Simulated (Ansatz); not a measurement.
System: hcp Os. Method: LDA (plane waves, PAW; Ansatz, a program for electronic structure).

A relaxed, unreconstructed slab of the (11-20) face has 20 atoms, two equal faces of 20.179 Å² each and an energy of -222357.8237 eV. A bulk cell of 4 atoms with the same orientation and in-plane k mesh has -44473.9706 eV. Energies are extrapolated to zero smearing.

Numerical settings: plane-wave cutoff 500 eV, 14×12×1 k mesh (along the axes of the cell as run), Fermi–Dirac smearing 0.1 eV, scalar-relativistic PAW data made under PBE.

Worked out: γ = (E_slab − N E_bulk per atom)/2A = [-222357.8237 − 20 × (-44473.9706/4)]/(2 × 20.179) = 0.2981 eV/Å². With 16.022 J/m² per eV/Å² this is 4.78 J/m², or 6.01 eV per surface cell and face.
